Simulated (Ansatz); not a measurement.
A calculation with Ansatz (development build ahead of 0.2.0).

```yaml
crystal:
  periodic: [false, false, false]
  atoms:
    - { symbol: H, position_ang: [0.0, 0.0, 0.0] }
    - { symbol: Li, position_ang: [0.0, 3.3254, 1.9199] }
    - { symbol: Li, position_ang: [0.0, -3.3254, 1.9199] }
basis:
  gaussian: { orbitals: pcseg-2 }
magnetization:
  spin_polarized: true
  initial_magnetization: 1
hamiltonian:
  xc: { name: wB97X }
```

The input is written out in the form of the current development build from the run's settings.

The run gave:

```json
{
 "Converged": "yes",
 "Total energy": "-15.46333 hartree",
 "Spin squared of the determinant": "1.485",
 "Stability test": "minimum"
}
```

Caution: charge can spread falsely over distant fragments; the unrestricted determinant is spin contaminated.
